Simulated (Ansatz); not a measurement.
This geometry of CH2NS2 (6 atoms, charge -1, multiplicity 1) is a first-order saddle point.

These are results of RKS PBE0/6-31G* in Ansatz 0.2.0, not measurements.

```xyz
6
Properties=species:S:1:pos:R:3
N -0.780 0.488 -0.079
C 0.517 -0.183 -0.251
S 1.080 -1.113 1.058
S 1.273 0.061 -1.729
H -0.676 1.010 0.794
H -1.413 -0.263 0.206
```

(1) Which two structures does it join? (They come from a converged band through this point; their orientation in space is the band's.)

(2) How far does it lie above each of them?

Answers

(1) No bond is made or broken. The dihedral H5–N1–C2–S3 goes from -19 to 162°. The two ends are copies of one structure, up to a mirror image or an exchange of like atoms.

Initial state:

```xyz
6
Properties=species:S:1:pos:R:3
N -0.622 0.457 0.194
C 0.542 -0.203 -0.136
S 1.457 -0.795 1.177
S 0.892 -0.300 -1.804
H -0.975 0.281 1.124
H -1.294 0.560 -0.555
```

Final state:

```xyz
6
Properties=species:S:1:pos:R:3
N -0.762 0.153 0.170
C 0.514 -0.263 -0.141
S 1.479 -0.746 1.181
S 0.914 -0.251 -1.800
H -1.232 0.693 -0.544
H -0.914 0.414 1.135
```

(2) 0.69 eV above the first and 0.69 eV above the second. This is the barrier of this one path; another mechanism may lie lower. Limits of this set-up: an anion without diffuse functions.

Time of the run: 2.2 min on 1 thread of Intel(R) Xeon(R) Processor @ 2.70GHz, with other jobs on the host, peak memory 0.15 GiB.
